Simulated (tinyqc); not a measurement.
Worked calculation (part 1 of 2): UKS/BP86 in the sto-6g basis, for CH2, spin multiplicity 3. Computed by tinyqc, a small Python program that keeps every step (integrals from PySCF). Settings: charge = 0, multiplicity = 3, basis = sto-6g, energy threshold = 1e-09, iteration cap = 74, orthogonalisation = symmetric, start = Wolfsberg-Helmholz matrix, DIIS depth = 0, method = UKS, functional = b88,p86, grid = [20, 50]. Command: `OMP_NUM_THREADS=1 python tinyqc.py 20624 20625 out.jsonl` (the two numbers bound the seeds that draw the settings). One thread of a shared host (Intel(R) Xeon(R) Processor @ 2.60GHz), about 5 s of CPU time with the checks. Later iterations appear only in the table of the cycle.

## One-electron integrals

Geometry (angstrom):
```
atom         x          y         z
C     0.000000   0.000000  0.000000
H     0.000000   1.302000  0.702000
H     0.000000  -1.302000  0.702000
```

Basis sto-6g: exponents (1/bohr^2) and contraction coefficients of normalised primitives:
```
element  l (shell)    exponent  coefficient
C            s (1)  742.737049     0.009164
C            s (1)  136.180025     0.049361
C            s (1)   38.098264     0.168538
C            s (1)   13.087782     0.370563
C            s (1)    5.082369     0.416492
C            s (1)    2.093200     0.130334
C            s (2)   30.497239    -0.013253
C            s (2)    6.036200    -0.046992
C            s (2)    1.876046    -0.033785
C            s (2)    0.721783     0.250242
C            s (2)    0.313471     0.595117
C            s (2)    0.143687     0.240706
C            p (3)   30.497239     0.003760
C            p (3)    6.036200     0.037679
C            p (3)    1.876046     0.173897
C            p (3)    0.721783     0.418036
C            p (3)    0.313471     0.425860
C            p (3)    0.143687     0.101708
H            s (1)   35.523221     0.009164
H            s (1)    6.513144     0.049361
H            s (1)    1.822143     0.168538
H            s (1)    0.625955     0.370563
H            s (1)    0.243077     0.416492
H            s (1)    0.100112     0.130334
```

Overlap, kinetic and nuclear-attraction integrals over the contracted functions; the nuclear repulsion is the sum of Za Zb / Rab.

nuclear repulsion = 4.49618777 hartree

overlap S, order 1C 1s, 1C 2s, 1C 2px, 1C 2py, 1C 2pz, 2H 1s, 3H 1s:
```
[[1.000000, 0.243228, 0.000000, 0.000000, 0.000000, 0.026486, 0.026486],
 [0.243228, 1.000000, 0.000000, 0.000000, 0.000000, 0.295635, 0.295635],
 [0.000000, 0.000000, 1.000000, 0.000000, 0.000000, 0.000000, 0.000000],
 [0.000000, 0.000000, 0.000000, 1.000000, 0.000000, 0.281735, -0.281735],
 [0.000000, 0.000000, 0.000000, 0.000000, 1.000000, 0.151903, 0.151903],
 [0.026486, 0.295635, 0.000000, 0.281735, 0.151903, 1.000000, 0.043690],
 [0.026486, 0.295635, 0.000000, -0.281735, 0.151903, 0.043690, 1.000000]]
```

kinetic energy T (hartree), order 1C 1s, 1C 2s, 1C 2px, 1C 2py, 1C 2pz, 2H 1s, 3H 1s:
```
[[16.068641, -0.492789, 0.000000, 0.000000, 0.000000, -0.007906, -0.007906],
 [-0.492789, 0.492405, 0.000000, 0.000000, 0.000000, 0.018811, 0.018811],
 [0.000000, 0.000000, 1.479234, 0.000000, 0.000000, 0.000000, 0.000000],
 [0.000000, 0.000000, 0.000000, 1.479234, 0.000000, 0.079223, -0.079223],
 [0.000000, 0.000000, 0.000000, 0.000000, 1.479234, 0.042714, 0.042714],
 [-0.007906, 0.018811, 0.000000, 0.079223, 0.042714, 0.768522, -0.009117],
 [-0.007906, 0.018811, 0.000000, -0.079223, 0.042714, -0.009117, 0.768522]]
```

nuclear attraction V (hartree), order 1C 1s, 1C 2s, 1C 2px, 1C 2py, 1C 2pz, 2H 1s, 3H 1s:
```
[[-34.723457, -3.792452, 0.000000, 0.000000, -0.009213, -0.462381, -0.462381],
 [-3.792452, -5.872432, 0.000000, 0.000000, -0.099195, -1.328602, -1.328602],
 [0.000000, 0.000000, -5.829275, 0.000000, 0.000000, 0.000000, 0.000000],
 [0.000000, 0.000000, 0.000000, -5.929043, 0.000000, -1.163139, 1.163139],
 [-0.009213, -0.099195, 0.000000, 0.000000, -5.858278, -0.640346, -0.640346],
 [-0.462381, -1.328602, 0.000000, -1.163139, -0.640346, -3.579899, -0.173211],
 [-0.462381, -1.328602, 0.000000, 1.163139, -0.640346, -0.173211, -3.579899]]
```

core Hamiltonian H = T + V (hartree), order 1C 1s, 1C 2s, 1C 2px, 1C 2py, 1C 2pz, 2H 1s, 3H 1s:
```
[[-18.654816, -4.285241, 0.000000, 0.000000, -0.009213, -0.470287, -0.470287],
 [-4.285241, -5.380026, 0.000000, 0.000000, -0.099195, -1.309791, -1.309791],
 [0.000000, 0.000000, -4.350041, 0.000000, 0.000000, 0.000000, 0.000000],
 [0.000000, 0.000000, 0.000000, -4.449808, 0.000000, -1.083916, 1.083916],
 [-0.009213, -0.099195, 0.000000, 0.000000, -4.379044, -0.597631, -0.597631],
 [-0.470287, -1.309791, 0.000000, -1.083916, -0.597631, -2.811377, -0.182328],
 [-0.470287, -1.309791, 0.000000, 1.083916, -0.597631, -0.182328, -2.811377]]
```

## Two-electron integrals

Functions are numbered as in S; the eight-fold symmetry (ij|kl) = (ji|kl) = (kl|ij) leaves the list below.

Two-electron integrals (ij|kl) in chemists' order, unique and non-zero (hartree):
```
(11|11) 3.543743    (21|11) 0.529462    (21|21) 0.100317    (22|11) 0.853596
(22|21) 0.199930    (22|22) 0.624844    (31|31) 0.021271    (32|31) 0.031868
(32|32) 0.138108    (33|11) 0.853598    (33|21) 0.199930    (33|22) 0.624843
(33|33) 0.673218    (41|41) 0.021271    (42|41) 0.031868    (42|42) 0.138108
(43|43) 0.036281    (44|11) 0.853598    (44|21) 0.199930    (44|22) 0.624843
(44|33) 0.600655    (44|44) 0.673218    (51|51) 0.021271    (52|51) 0.031868
(52|52) 0.138108    (53|53) 0.036281    (54|54) 0.036281    (55|11) 0.853598
(55|21) 0.199930    (55|22) 0.624843    (55|33) 0.600655    (55|44) 0.600655
(55|55) 0.673218    (61|11) 0.060399    (61|21) 0.011035    (61|22) 0.021700
(61|33) 0.021621    (61|41) 0.000637    (61|42) 0.001249    (61|44) 0.021806
(61|51) 0.000344    (61|52) 0.000674    (61|54) 0.000100    (61|55) 0.021674
(61|61) 0.001248    (62|11) 0.174388    (62|21) 0.041614    (62|22) 0.147118
(62|33) 0.143407    (62|41) 0.003706    (62|42) 0.026637    (62|44) 0.152031
(62|51) 0.001998    (62|52) 0.014362    (62|54) 0.004650    (62|55) 0.145914
(62|61) 0.004747    (62|62) 0.050089    (63|31) 0.004024    (63|32) 0.021739
(63|43) 0.004945    (63|53) 0.002666    (63|63) 0.005387    (64|11) 0.144035
(64|21) 0.034791    (64|22) 0.129878    (64|33) 0.123687    (64|41) 0.006600
(64|42) 0.042794    (64|44) 0.140303    (64|51) 0.001389    (64|52) 0.011352
(64|54) 0.006293    (64|55) 0.125643    (64|61) 0.004123    (64|62) 0.052221
(64|64) 0.058796    (65|11) 0.077659    (65|21) 0.018759    (65|22) 0.070026
(65|33) 0.066689    (65|41) 0.001389    (65|42) 0.011352    (65|44) 0.070315
(65|51) 0.004773    (65|52) 0.027860    (65|54) 0.006900    (65|55) 0.073075
(65|61) 0.002223    (65|62) 0.028156    (65|64) 0.028796    (65|65) 0.020913
(66|11) 0.356066    (66|21) 0.086505    (66|22) 0.348360    (66|33) 0.332084
(66|41) 0.008200    (66|42) 0.081944    (66|44) 0.369914    (66|51) 0.004421
(66|52) 0.044182    (66|54) 0.020397    (66|55) 0.343081    (66|61) 0.009950
(66|62) 0.162350    (66|64) 0.185341    (66|65) 0.099930    (66|66) 0.774999
(71|11) 0.060399    (71|21) 0.011035    (71|22) 0.021700    (71|33) 0.021621
(71|41) -0.000637   (71|42) -0.001249   (71|44) 0.021806    (71|51) 0.000344
(71|52) 0.000674    (71|54) -0.000100   (71|55) 0.021674    (71|61) 0.001206
(71|62) 0.004410    (71|64) 0.003544    (71|65) 0.002075    (71|66) 0.009153
(71|71) 0.001248    (72|11) 0.174388    (72|21) 0.041614    (72|22) 0.147118
(72|33) 0.143407    (72|41) -0.003706   (72|42) -0.026637   (72|44) 0.152031
(72|51) 0.001998    (72|52) 0.014362    (72|54) -0.004650   (72|55) 0.145914
(72|61) 0.004410    (72|62) 0.032380    (72|64) 0.025291    (72|65) 0.017743
(72|66) 0.078378    (72|71) 0.004747    (72|72) 0.050089    (73|31) 0.004024
(73|32) 0.021739    (73|43) -0.004945   (73|53) 0.002666    (73|63) 0.003127
(73|73) 0.005387    (74|11) -0.144035   (74|21) -0.034791   (74|22) -0.129878
(74|33) -0.123687   (74|41) 0.006600    (74|42) 0.042794    (74|44) -0.140303
(74|51) -0.001389   (74|52) -0.011352   (74|54) 0.006293    (74|55) -0.125643
(74|61) -0.003544   (74|62) -0.025291   (74|64) -0.017413   (74|65) -0.013653
(74|66) -0.060051   (74|71) -0.004123   (74|72) -0.052221   (74|74) 0.058796
(75|11) 0.077659    (75|21) 0.018759    (75|22) 0.070026    (75|33) 0.066689
(75|41) -0.001389   (75|42) -0.011352   (75|44) 0.070315    (75|51) 0.004773
(75|52) 0.027860    (75|54) -0.006900   (75|55) 0.073075    (75|61) 0.002075
(75|62) 0.017743    (75|64) 0.013653    (75|65) 0.012648    (75|66) 0.044826
(75|71) 0.002223    (75|72) 0.028156    (75|74) -0.028796   (75|75) 0.020913
(76|11) 0.022178    (76|21) 0.005315    (76|22) 0.019548    (76|33) 0.019050
(76|44) 0.019656    (76|51) 0.000424    (76|52) 0.003279    (76|55) 0.019938
(76|61) 0.000588    (76|62) 0.005767    (76|64) 0.005325    (76|65) 0.003563
(76|66) 0.017435    (76|71) 0.000588    (76|72) 0.005767    (76|74) -0.005325
(76|75) 0.003563    (76|76) 0.000862    (77|11) 0.356066    (77|21) 0.086505
(77|22) 0.348360    (77|33) 0.332084    (77|41) -0.008200   (77|42) -0.081944
(77|44) 0.369914    (77|51) 0.004421    (77|52) 0.044182    (77|54) -0.020397
(77|55) 0.343081    (77|61) 0.009153    (77|62) 0.078378    (77|64) 0.060051
(77|65) 0.044826    (77|66) 0.203140    (77|71) 0.009950    (77|72) 0.162350
(77|74) -0.185341   (77|75) 0.099930    (77|76) 0.017435    (77|77) 0.774999
```

## Orthogonalisation

S = U s U^T; symmetric (Loewdin) form X = U s^(-1/2) U^T, so that X^T S X = 1.

eigenvalues of S: [0.511718, 0.579123, 0.888367, 1.000000, 1.090568, 1.377187, 1.553037]

X, order 1C 1s, 1C 2s, 1C 2px, 1C 2py, 1C 2pz, 2H 1s, 3H 1s:
```
[[1.024472, -0.135788, 0.000000, 0.000000, -0.004710, 0.016930, 0.016930],
 [-0.135788, 1.102675, 0.000000, 0.000000, 0.039760, -0.170108, -0.170108],
 [0.000000, 0.000000, 1.000000, 0.000000, 0.000000, 0.000000, 0.000000],
 [0.000000, 0.000000, 0.000000, 1.070448, 0.000000, -0.163073, 0.163073],
 [-0.004710, 0.039760, 0.000000, 0.000000, 1.019892, -0.085467, -0.085467],
 [0.016930, -0.170108, 0.000000, -0.163073, -0.085467, 1.083804, -0.011933],
 [0.016930, -0.170108, 0.000000, 0.163073, -0.085467, -0.011933, 1.083804]]
```

## Starting guess

The start is the generalised Wolfsberg-Helmholz matrix (K = 1.75) built on H; D(s) = C_occ C_occ^T for each spin.

D(alpha) at the start, order 1C 1s, 1C 2s, 1C 2px, 1C 2py, 1C 2pz, 2H 1s, 3H 1s:
```
[[1.037318, -0.156125, 0.000000, 0.000000, 0.041809, -0.070780, -0.070780],
 [-0.156125, 0.678652, 0.000000, 0.000000, -0.150866, 0.200085, 0.200085],
 [0.000000, 0.000000, 1.000000, 0.000000, 0.000000, 0.000000, 0.000000],
 [0.000000, 0.000000, 0.000000, 0.714012, 0.000000, 0.178250, -0.178250],
 [0.041809, -0.150866, 0.000000, 0.000000, 0.942250, 0.062366, 0.062366],
 [-0.070780, 0.200085, 0.000000, 0.178250, 0.062366, 0.116707, 0.027708],
 [-0.070780, 0.200085, 0.000000, -0.178250, 0.062366, 0.027708, 0.116707]]
```

D(beta) at the start, order 1C 1s, 1C 2s, 1C 2px, 1C 2py, 1C 2pz, 2H 1s, 3H 1s:
```
[[1.020660, -0.098329, 0.000000, 0.000000, -0.074281, -0.065814, -0.065814],
 [-0.098329, 0.478129, 0.000000, 0.000000, 0.251908, 0.182856, 0.182856],
 [0.000000, 0.000000, 0.000000, 0.000000, 0.000000, 0.000000, 0.000000],
 [0.000000, 0.000000, 0.000000, 0.714012, 0.000000, 0.178250, -0.178250],
 [-0.074281, 0.251908, 0.000000, 0.000000, 0.133226, 0.096974, 0.096974],
 [-0.065814, 0.182856, 0.000000, 0.178250, 0.096974, 0.115226, 0.026227],
 [-0.065814, 0.182856, 0.000000, -0.178250, 0.096974, 0.026227, 0.115226]]
```

## Iteration 1: exchange-correlation on the grid

Becke grid with 20 radial and 50 angular points per atom, points of zero weight dropped. rho = sum D_ij phi_i phi_j; V_xc,ij = sum w v_xc phi_i phi_j plus the gradient terms; v_xc is d(rho eps)/d rho(s) for spin s at fixed gradient.

The 16 grid points with the largest w rho, of 2994 (bohr, atomic units):
```
x                  y          z         w  rho(alpha)  rho(beta)     eps_xc  v_xc(alpha)
0.000000    0.903198   0.903198  0.156179    0.109890   0.097029  -0.502291    -0.648540
0.000000   -0.903198   0.903198  0.156179    0.109890   0.097029  -0.502291    -0.648540
0.385125   -1.155375   0.385125  0.140782    0.109326   0.100557  -0.504717    -0.648350
-0.385125   1.155375   0.385125  0.140782    0.109326   0.100557  -0.504717    -0.648350
-0.385125  -1.155375   0.385125  0.140782    0.109326   0.100557  -0.504717    -0.648350
0.385125    1.155375   0.385125  0.140782    0.109326   0.100557  -0.504717    -0.648350
0.903198   -0.903198   0.000000  0.170938    0.111743   0.056824  -0.485575    -0.637817
-0.903198   0.903198   0.000000  0.170938    0.111743   0.056824  -0.485575    -0.637817
-0.903198  -0.903198   0.000000  0.170938    0.111743   0.056824  -0.485575    -0.637817
0.903198    0.903198   0.000000  0.170938    0.111743   0.056824  -0.485575    -0.637817
-0.737458   0.737458   0.737458  0.156531    0.109056   0.070732  -0.487870    -0.638068
0.737458   -0.737458   0.737458  0.156531    0.109056   0.070732  -0.487870    -0.638068
0.737458    0.737458   0.737458  0.156531    0.109056   0.070732  -0.487870    -0.638068
-0.737458  -0.737458   0.737458  0.156531    0.109056   0.070732  -0.487870    -0.638068
0.385125   -1.155375  -0.385125  0.152258    0.108340   0.071999  -0.489332    -0.636613
-0.385125  -1.155375  -0.385125  0.152258    0.108340   0.071999  -0.489332    -0.636613
```

electrons on the grid, sum of w rho = 8.000022

E_xc = sum of w rho eps_xc = -6.23348207 hartree

V_xc(alpha) (hartree), order 1C 1s, 1C 2s, 1C 2px, 1C 2py, 1C 2pz, 2H 1s, 3H 1s:
```
[[-2.319602, -0.301006, 0.000000, 0.000000, 0.000981, -0.035601, -0.035601],
 [-0.301006, -0.620305, 0.000000, 0.000000, 0.000853, -0.141143, -0.141143],
 [0.000000, 0.000000, -0.619752, 0.000000, 0.000000, 0.000000, 0.000000],
 [0.000000, 0.000000, 0.000000, -0.620565, 0.000000, -0.125678, 0.125678],
 [0.000981, 0.000853, 0.000000, 0.000000, -0.620525, -0.067733, -0.067733],
 [-0.035601, -0.141143, 0.000000, -0.125678, -0.067733, -0.372149, -0.017581],
 [-0.035601, -0.141143, 0.000000, 0.125678, -0.067733, -0.017581, -0.372149]]
```

V_xc(beta) (hartree), order 1C 1s, 1C 2s, 1C 2px, 1C 2py, 1C 2pz, 2H 1s, 3H 1s:
```
[[-2.291104, -0.279296, 0.000000, 0.000000, -0.007117, -0.033739, -0.033739],
 [-0.279296, -0.499984, 0.000000, 0.000000, -0.068643, -0.128813, -0.128813],
 [0.000000, 0.000000, -0.456927, 0.000000, 0.000000, 0.000000, 0.000000],
 [0.000000, 0.000000, 0.000000, -0.572864, 0.000000, -0.122086, 0.122086],
 [-0.007117, -0.068643, 0.000000, 0.000000, -0.470171, -0.069773, -0.069773],
 [-0.033739, -0.128813, 0.000000, -0.122086, -0.069773, -0.370274, -0.016262],
 [-0.033739, -0.128813, 0.000000, 0.122086, -0.069773, -0.016262, -0.370274]]
```

## Iteration 1: building the Kohn-Sham matrix

J_ij = sum D_kl (ij|kl) with D = D(alpha) + D(beta); F = H + J + V_xc; E = tr D H + tr D J / 2 + E_xc + E_nn.

Coulomb J (hartree), order 1C 1s, 1C 2s, 1C 2px, 1C 2py, 1C 2pz, 2H 1s, 3H 1s:
```
[[11.658073, 2.130283, 0.000000, 0.000000, 0.015051, 0.237642, 0.237642],
 [2.130283, 5.173914, 0.000000, 0.000000, 0.102264, 1.215110, 1.215110],
 [0.000000, 0.000000, 5.137537, 0.000000, 0.000000, 0.000000, 0.000000],
 [0.000000, 0.000000, 0.000000, 5.225324, 0.000000, 1.072952, -1.072952],
 [0.015051, 0.102264, 0.000000, 0.000000, 5.158880, 0.591190, 0.591190],
 [0.237642, 1.215110, 0.000000, 1.072952, 0.591190, 2.958666, 0.161305],
 [0.237642, 1.215110, 0.000000, -1.072952, 0.591190, 0.161305, 2.958666]]
```

F(alpha) (hartree), order 1C 1s, 1C 2s, 1C 2px, 1C 2py, 1C 2pz, 2H 1s, 3H 1s:
```
[[-9.316345, -2.455964, 0.000000, 0.000000, 0.006819, -0.268246, -0.268246],
 [-2.455964, -0.826417, 0.000000, 0.000000, 0.003921, -0.235824, -0.235824],
 [0.000000, 0.000000, 0.167744, 0.000000, 0.000000, 0.000000, 0.000000],
 [0.000000, 0.000000, 0.000000, 0.154950, 0.000000, -0.136641, 0.136641],
 [0.006819, 0.003921, 0.000000, 0.000000, 0.159312, -0.074175, -0.074175],
 [-0.268246, -0.235824, 0.000000, -0.136641, -0.074175, -0.224860, -0.038604],
 [-0.268246, -0.235824, 0.000000, 0.136641, -0.074175, -0.038604, -0.224860]]
```

F(beta) (hartree), order 1C 1s, 1C 2s, 1C 2px, 1C 2py, 1C 2pz, 2H 1s, 3H 1s:
```
[[-9.287847, -2.434254, 0.000000, 0.000000, -0.001279, -0.266384, -0.266384],
 [-2.434254, -0.706096, 0.000000, 0.000000, -0.065575, -0.223494, -0.223494],
 [0.000000, 0.000000, 0.330569, 0.000000, 0.000000, 0.000000, 0.000000],
 [0.000000, 0.000000, 0.000000, 0.202651, 0.000000, -0.133049, 0.133049],
 [-0.001279, -0.065575, 0.000000, 0.000000, 0.309665, -0.076215, -0.076215],
 [-0.266384, -0.223494, 0.000000, -0.133049, -0.076215, -0.222985, -0.037285],
 [-0.266384, -0.223494, 0.000000, 0.133049, -0.076215, -0.037285, -0.222985]]
```

total energy of this density = -38.56014256 hartree
